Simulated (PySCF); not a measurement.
# Which functional comes closest?

Molecule: `InChI=1S/H6Si2/c1-2/h1-2H3`.

Geometry:
```
atom   x (Å)   y (Å)   z (Å)
 Si1  -1.146   0.107  -0.048
 Si2   1.186  -0.119   0.014
  H3  -1.724  -0.834  -1.056
  H4  -1.528   1.504  -0.421
  H5  -1.728  -0.209   1.294
  H6   1.551  -1.522   0.384
  H7   1.772   0.813   1.025
  H8   1.774   0.193  -1.325
```

Geometry PBE0-D3(BJ)/def2-SVP throughout; GIAO in PySCF 2.14, gas phase, one conformer, non-relativistic; equivalent atoms averaged; basis pcSseg-2.

Reference values (measured; C. Corminboeuf, T. Heine, J. Weber, Chem. Phys. Lett. 357 (2002) 1): δ(Si1/Si2) = -103.1 ppm vs TMS. Computed shifts are taken against TMS, calculated as an isolated molecule at each level.

**Question.** How do the functionals HF, LDA, PBE, BLYP, BP86, OPBE, KT2, KT3, B97-D, B3LYP, PBE0, mPW1PW91, WP04, B97-2, BHandHLYP, CAM-B3LYP, wB97X-D, LC-wPBE perform against the reference? Times are CPU seconds on shared hosts with different chips, so compare them loosely; the GGAs took longer than the global hybrids here, which isn't the general rule, and the cause wasn't traced.

**Answer.** 
```tsv
functional	kind	Si1/Si2	abs. error Si	core-s
HF	Hartree–Fock	-94.8	8.3	5.8
LDA	LDA	-126.7	23.6	11
PBE	GGA	-116.6	13.5	14
BLYP	GGA	-114.6	11.5	14
BP86	GGA	-114.7	11.6	14
OPBE	GGA	-108.5	5.4	15
KT2	GGA	-113.3	10.2	15
KT3	GGA	-106.0	2.9	15
B97-D	GGA	-108.6	5.5	14
B3LYP	global hybrid	-110.3	7.2	11
PBE0	global hybrid	-110.8	7.7	11
mPW1PW91	global hybrid	-109.3	6.2	11
WP04	global hybrid	-92.2	10.9	6.8
B97-2	global hybrid	-106.6	3.5	6.8
BHandHLYP	global hybrid	-104.2	1.1	6.6
CAM-B3LYP	range-separated hybrid	-111.3	8.2	9.2
wB97X-D	range-separated hybrid	-109.9	6.8	9.2
LC-wPBE	range-separated hybrid	-109.7	6.6	13
```

For 29Si the closest is BHandHLYP (1.1 ppm) and the furthest LDA (23.6 ppm). One molecule is a small sample, and vibrational and solvent effects are absent from the calculation.
